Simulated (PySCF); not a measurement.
Compound: C₄H₉F.
SMILES with atom numbers: `[CH3:1][C:2]([CH3:3])([CH3:4])[F:5]` (hydrogens: H6, H7, H8 on C1; H9, H10, H11 on C3; H12, H13, H14 on C4)

The calculation used PySCF, PBE0-D3(BJ)/def2-TZVP geometry optimisation, gas phase.

Q: Give the optimised bond lengths and angles.

A: 
| bond | length (Å) | order |
| --- | --- | --- |
| C1–C2, C2–C3, C2–C4 | 1.514 | single |
| C2–F5 | 1.407 | single |
| C1–H6 and 8 like bonds | 1.092 | single |

Bonds in one row agree within 0.01 Å and their mean is given. Orders are formal, as drawn. A selection of angles:
| angle | degrees |
| --- | --- |
| C2–C1–H6 | 110.5 |
| C2–C1–H7 | 110.4 |
| H6–C1–H7 | 108.5 |
| H6–C1–H8 | 108.5 |
| C1–C2–C3 | 112.1 |
| C1–C2–F5 | 106.7 |

Of the pairs four or more bonds apart, H7···H12 is among the closest relative to their van der Waals radii: 2.50 Å, 104 % of the sum of Bondi's values. All 3 C–C bonds measure 1.514 Å.

Stationary, but not proved a minimum.
